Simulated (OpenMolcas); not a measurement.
# PF3 (phosphorus trifluoride): levels of theory compared

Wanted: a comparison of 6 runs (M06-2X/STO-3G, PBE0/STO-3G, SVWN5/STO-3G, r2SCAN/STO-3G, MP2/STO-3G, CISD/STO-3G) of PF3 (phosphorus trifluoride). 

Program for the calculation: OpenMolcas 26.06.

3 further runs of the same task are left out: 3 that didn't finish.

### 1 The molecule

The species is PF3 (4 atoms), meant as a singlet with charge 0. SMILES: `FP(F)F`. The P2–F3 distance was set to 3.143 Å, away from the relaxed value. At this shape a bond of the SMILES string is far longer than usual.

Bond lengths: F1–P2 1.572 Å, P2–F4 1.572 Å. Angles: F1–P2–F4 97.6°.

### 2 The energy at M06-2X/STO-3G (run 1)

File coord.xyz:

```xyz
4

F      1.598813     0.347917     1.803715
P      0.466913     1.325717     1.321515
F     -1.061900    -0.696500    -0.536900
F      1.289413     2.056317     0.199215
```

File mol.input:

```
&gateway
baslib
$CurrDir
coord
coord.xyz
basis
STO-3G
group
NoSym
&seward
gridinput
Grid=UltraFine
End of Grid
&scf
ksdft
M062X
thresholds
1e-10 1e-07 1e-07 1e-05
prorbitals
1 1
```

The basis set STO-3G is read from a file made from the Basis Set Exchange's data (not shown).

The run is started by

```sh
$ export MOLCAS_MEM=1860
$ pymolcas mol.input > mol.log
```

The program printed:

```text
--- Start Module: gateway ---
[...]
--- Stop Module: gateway /rc=_RC_ALL_IS_WELL_ ---
--- Start Module: seward ---
[...]
      Basis functions           24
--- Stop Module: seward /rc=_RC_ALL_IS_WELL_ ---
--- Start Module: scf ---
[...]
       Convergence after 152 Iterations
[...]
::    Total KS-DFT energy                            -631.8144922475
[...]
      Total spin, S                                     0.0000000000
[...]
      Total electronic charge=   42.000000
      Total            charge=   -0.000000
[...]
      Dipole Moment (debye):
      Origin of the operator (angstrom)=    0.5588    0.8356    0.7819
                   X=  7.8371E+00               Y=  1.0133E+01               Z=  9.2787E+00           Total=  1.5818E+01
      Quadrupole Moment (debye*angstrom):
[...]
--- Stop Module: scf /rc=_RC_ALL_IS_WELL_ ---
[...]
```

Wall time 35 s (1 thread of Arm Neoverse V2, shared host); peak memory 0.37 GiB.

### 3 A single-point energy at PBE0/STO-3G (run 2)

coord.xyz is that of step 2.

File mol.inp:

```
* F3P Kohn-Sham DFT
&gateway
baslib = $CurrDir
coord = coord.xyz
basis = STO-3G
group = NoSym
&seward
gridinput
Grid=UltraFine
End of Grid
&scf
ksdft = PBE0
thresholds = 1e-10 1e-07 1e-07 1e-05
prorbitals = 1 1
```

The basis set STO-3G is read from a file made from the Basis Set Exchange's data (not shown).

The run is started by

```sh
$ export MOLCAS_MEM=1860
$ pymolcas mol.inp > mol.log
```

The program printed:

```text
--- Start Module: gateway ---
[...]
--- Stop Module: gateway /rc=_RC_ALL_IS_WELL_ ---
--- Start Module: seward ---
[...]
      Basis functions           24
--- Stop Module: seward /rc=_RC_ALL_IS_WELL_ ---
--- Start Module: scf ---
[...]
       Convergence after  21 Iterations
[...]
::    Total KS-DFT energy                            -632.0849281102
[...]
      Total spin, S                                     0.0000000000
[...]
      Total electronic charge=   42.000000
      Total            charge=   -0.000000
[...]
      Dipole Moment (debye):
      Origin of the operator (angstrom)=    0.5588    0.8356    0.7819
                   X=  1.3931E+00               Y=  1.9009E+00               Z=  1.7555E+00           Total=  2.9387E+00
      Quadrupole Moment (debye*angstrom):
[...]
--- Stop Module: scf /rc=_RC_ALL_IS_WELL_ ---
[...]
```

It took 4.8 s on 1 thread of Arm Neoverse V2, shared host; peak memory 0.37 GiB.

### 4 A single-point energy at SVWN5/STO-3G (run 3)

coord.xyz is that of step 3.

File mol.input:

```
&gateway
  baslib = $CurrDir
  coord = coord.xyz
  basis = STO-3G
  group = NoSym

&seward
  gridinput
  Grid=UltraFine
  End of Grid

&scf
  ksdft = SVWN5
  thresholds = 1e-10 1e-07 1e-07 1e-05
  prorbitals = 1 1
```

The basis set STO-3G is read from a file made from the Basis Set Exchange's data (not shown).

The run is started by

```sh
$ export MOLCAS_MEM=1860
$ pymolcas mol.input > mol.log
```

The program printed:

```text
--- Start Module: gateway ---
[...]
--- Stop Module: gateway /rc=_RC_ALL_IS_WELL_ ---
--- Start Module: seward ---
[...]
      Basis functions           24
--- Stop Module: seward /rc=_RC_ALL_IS_WELL_ ---
--- Start Module: scf ---
[...]
       Convergence after 190 Iterations
[...]
::    Total KS-DFT energy                            -628.4844419953
[...]
      Total spin, S                                     0.0000000000
[...]
      Total electronic charge=   42.000000
      Total            charge=   -0.000000
[...]
      Dipole Moment (debye):
      Origin of the operator (angstrom)=    0.5588    0.8356    0.7819
                   X=  8.9900E+00               Y=  9.9419E+00               Z=  8.8525E+00           Total=  1.6063E+01
      Quadrupole Moment (debye*angstrom):
[...]
--- Stop Module: scf /rc=_RC_ALL_IS_WELL_ ---
[...]
```

It took 26 s on 1 thread of Arm Neoverse V2, shared host; peak memory 0.37 GiB.

Runs 4 to 5 aren't shown in full; the table further down has their settings and results.

### 5 A single-point energy at CISD/STO-3G (run 6)

coord.xyz is that of step 4.

File mol.input:

```
* F3P CISD
>>> EXPORT MOLCAS_PRINT=2
&GATEWAY
BASLIB=$CurrDir
COORD=coord.xyz
BASIS=STO-3G
GROUP=NoSym
&SEWARD
&SCF
THRESHOLDS=1e-10 1e-07 1e-07 1e-05
PRORBITALS=1 1
&MOTRA
FROZEN=8
&GUGA
ELECTRONS=26
SPIN=1
INACTIVE=13
ACTIVE=0
CIALL=1
&CPF
SDCI
```

The basis set STO-3G is read from a file made from the Basis Set Exchange's data (not shown).

The run is started by

```sh
$ export MOLCAS_MEM=1860
$ pymolcas mol.input > mol.log
```

The program printed:

```text
--- Start Module: gateway ---
[...]
--- Stop Module: gateway /rc=_RC_ALL_IS_WELL_ ---
[...]
      Basis functions           24
[...]
       Convergence after  32 Iterations
[...]
::    Total SCF energy                               -630.7121874717
[...]
      Total spin, S                                     0.0000000000
[...]
      *** WARNING: Default frozen orbitals is overwritten by user input.
      *** Default values:   8
[...]
--- Start Module: guga ---
[...]
--- Stop Module: guga /rc=_RC_ALL_IS_WELL_ ---
--- Start Module: cpf ---
[...]
      Active orbitals                            0       0
[...]
      Spin quantum number                      0.0
[...]
     FINAL CI ENERGY          -630.98107831
     FINAL CORRELATION ENERGY   -0.26889084  REFERENCE ENERGY    -630.71218747
[...]
     REL. CI ENERGY           -630.98107831
[...]
      Total electronic charge=   42.000000
      Total            charge=    0.000000
[...]
      Dipole Moment (debye):
      Origin of the operator (angstrom)=    0.5588    0.8356    0.7819
                   X= -5.2426E-01               Y=  2.9344E-01               Z=  4.1356E-01           Total=  7.2937E-01
      Quadrupole Moment (debye*angstrom):
[...]
--- Stop Module: cpf /rc=_RC_ALL_IS_WELL_ ---
[...]
```

It took 1.9 s on 1 thread of Arm Neoverse V2, shared host; peak memory 0.37 GiB.

### 6 The series

```tsv
run	level	integration grid	frozen core orbitals	energy (Eh)	dipole moment (D) of the reference	HOMO energy (eV)	LUMO energy (eV)	wall time
1	M06-2X/STO-3G	UltraFine	–	-631.814492	15.82	-0.36	4.41	35 s
2	PBE0/STO-3G	UltraFine	–	-632.084928	2.94	-1.94	-0.07	4.8 s
3	SVWN5/STO-3G	UltraFine	–	-628.484442	16.06	–	–	26 s
4	r2SCAN/STO-3G	UltraFine	–	-631.661322	15.96	–	–	6.9 s
5	MP2/STO-3G	–	8	-630.952530	3.37	-3.73	1.92	1.8 s
6	CISD/STO-3G	–	8	-630.981078	3.37	-3.73	1.92	1.9 s
```

### 7 What came out

```
                                          quantity          value
                               run 6: total energy  -630.98108 Eh
         run 6: dipole moment (mean-field density)         3.37 D
        run 6: HOMO energy (Hartree–Fock orbitals)       -3.73 eV
        run 6: LUMO energy (Hartree–Fock orbitals)        1.92 eV
      run 6: HOMO–LUMO gap (Hartree–Fock orbitals)        5.65 eV
run 6: correlation energy (8 core orbitals frozen)     -268.9 mEh
```

What this shows: Over runs 1, 2, 3, 4 the dipole moment (its size) runs from 2.94 D (PBE0/STO-3G) to 16.06 D (SVWN5/STO-3G). So wide a spread suggests that the runs ended on unlike SCF solutions, not only an effect of the method. Totals of different functionals can't be ranked against each other. In runs 1, 2, 3, 4, 5, 6 the basis is minimal, so the values are rough. In runs 1, 2, 3, 4, 5, 6 a closed-shell determinant meets a far-stretched bond, which it describes badly. All runs together took 77 s, the longest 35 s.
